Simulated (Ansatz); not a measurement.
Bond stretch in H2, singlet.

Levels: UKS-PBE = unrestricted PBE/cc-pVQZ in Ansatz (a program for electronic structure); RKS-PBE = restricted PBE/cc-pVQZ (Ansatz); RCCSD = CCSD on RHF/cc-pVQZ, frozen core (Ansatz); UHF/cc-pVQZ (Ansatz); UMP2 = MP2 on UHF/cc-pVQZ, frozen core (Ansatz).

Energies are in kcal/mol, each relative to the lowest point of its own curve near equilibrium.

```json
[
 {"R / Å": "0.60", "UKS-PBE": "12.7", "RKS-PBE": "12.7", "RCCSD": "11.6", "UHF": "10.9", "UMP2": "11.0"},
 {"R / Å": "0.65", "UKS-PBE": "5.0", "RKS-PBE": "5.0", "RCCSD": "4.3", "UHF": "3.8", "UMP2": "3.9"},
 {"R / Å": "0.68", "UKS-PBE": "2.3", "RKS-PBE": "2.3", "RCCSD": "1.8", "UHF": "1.4", "UMP2": "1.5"},
 {"R / Å": "0.70", "UKS-PBE": "1.1", "RKS-PBE": "1.1", "RCCSD": "0.8", "UHF": "0.5", "UMP2": "0.6"},
 {"R / Å": "0.73", "UKS-PBE": "0.2", "RKS-PBE": "0.2", "RCCSD": "0.0", "UHF": "0.0", "UMP2": "0.0"},
 {"R / Å": "0.75", "UKS-PBE": "0.0", "RKS-PBE": "0.0", "RCCSD": "0.0", "UHF": "0.1", "UMP2": "0.1"},
 {"R / Å": "0.77", "UKS-PBE": "0.1", "RKS-PBE": "0.1", "RCCSD": "0.3", "UHF": "0.5", "UMP2": "0.5"},
 {"R / Å": "0.80", "UKS-PBE": "0.9", "RKS-PBE": "0.9", "RCCSD": "1.2", "UHF": "1.7", "UMP2": "1.5"},
 {"R / Å": "0.82", "UKS-PBE": "1.7", "RKS-PBE": "1.7", "RCCSD": "2.1", "UHF": "2.8", "UMP2": "2.6"},
 {"R / Å": "0.86", "UKS-PBE": "3.8", "RKS-PBE": "3.8", "RCCSD": "4.5", "UHF": "5.6", "UMP2": "5.2"},
 {"R / Å": "0.92", "UKS-PBE": "8.2", "RKS-PBE": "8.2", "RCCSD": "9.2", "UHF": "10.9", "UMP2": "10.3"},
 {"R / Å": "1.01", "UKS-PBE": "16.4", "RKS-PBE": "16.4", "RCCSD": "17.7", "UHF": "20.6", "UMP2": "19.6"},
 {"R / Å": "1.12", "UKS-PBE": "27.8", "RKS-PBE": "27.8", "RCCSD": "29.3", "UHF": "34.0", "UMP2": "32.3"},
 {"R / Å": "1.23", "UKS-PBE": "39.7", "RKS-PBE": "39.7", "RCCSD": "41.0", "UHF": "47.8", "UMP2": "46.7"},
 {"R / Å": "1.33", "UKS-PBE": "50.3", "RKS-PBE": "50.3", "RCCSD": "51.2", "UHF": "58.1", "UMP2": "64.0"},
 {"R / Å": "1.50", "UKS-PBE": "67.1", "RKS-PBE": "67.1", "RCCSD": "66.7", "UHF": "69.3", "UMP2": "82.1"},
 {"R / Å": "1.67", "UKS-PBE": "81.9", "RKS-PBE": "82.1", "RCCSD": "79.3", "UHF": "75.7", "UMP2": "92.0"},
 {"R / Å": "1.86", "UKS-PBE": "92.3", "RKS-PBE": "96.5", "RCCSD": "89.9", "UHF": "79.5", "UMP2": "97.9"},
 {"R / Å": "1.99", "UKS-PBE": "96.5", "RKS-PBE": "104.9", "RCCSD": "95.2", "UHF": "81.0", "UMP2": "100.2"},
 {"R / Å": "2.22", "UKS-PBE": "100.8", "RKS-PBE": "117.3", "RCCSD": "101.6", "UHF": "82.5", "UMP2": "102.5"},
 {"R / Å": "2.64", "UKS-PBE": "103.7", "RKS-PBE": "133.2", "RCCSD": "106.9", "UHF": "83.5", "UMP2": "104.0"},
 {"R / Å": "2.98", "UKS-PBE": "104.4", "RKS-PBE": "141.4", "RCCSD": "108.3", "UHF": "83.7", "UMP2": "104.4"}
]
```

The unrestricted determinant behind UKS-PBE is spin-contaminated at 1.67 to 2.98 Å (<S²> up to 1.0, against 0.00 for a pure singlet). The restricted form behind RKS-PBE keeps the bonding electrons paired and can't separate into open-shell fragments. With two correlated electrons CCSD is exact in the basis where it finds the lowest root (RCCSD). The unrestricted determinant behind UHF, UMP2 is spin-contaminated at 1.23 to 2.98 Å (<S²> up to 1.0, against 0.00 for a pure singlet).
